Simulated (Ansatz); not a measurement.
A calculation with Ansatz (development build ahead of 0.2.0).

```yaml
crystal:
  periodic: [false, false, false]
  atoms:
    - { symbol: C, position_ang: [0.02546, 0.04091, -0.50948] }
    - { symbol: O, position_ang: [0.04412, 0.01745, 0.68906] }
    - { symbol: H, position_ang: [-0.01989, -0.96551, -1.16544] }
    - { symbol: H, position_ang: [-0.02416, 0.90402, -1.10787] }
basis:
  gaussian: { orbitals: aug-cc-pVDZ }
hamiltonian:
  xc: hf
```

The input is written out in the form of the current development build from the run's settings.

The run gave:

| Quantity | Value |
| --- | --- |
| Converged | yes |
| Total energy | -113.87773 hartree |
| Spin squared of the determinant | 0.000 |
